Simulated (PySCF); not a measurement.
CH3, SMILES [CH3], multiplicity 2.

The structure is a stationary point at B3LYP-D3(BJ)/def2-TZVPD. The isomer is the one that the SMILES or the coordinates give; other isomers of the formula were not compared.

The numbers are results of B3LYP-D3(BJ)/def2-TZVPD (PySCF), not measurements.

Harmonic, unscaled wavenumbers; measured fundamentals usually lie a few per cent lower.

Modes within 1.5 cm⁻¹ of each other (mostly degenerate sets) share a row, with their intensities summed.

```
mode  ν (cm⁻¹)  IR (km/mol)  moving atoms (share of kinetic energy)
----  --------  -----------  --------------------------------------
1          536         73.2                          H 80 %, C 20 %
2–3       1407          4.4                           H 91 %, C 9 %
4         3112          0.0                                 H 100 %
5–6       3288          8.1                          H 89 %, C 11 %
```
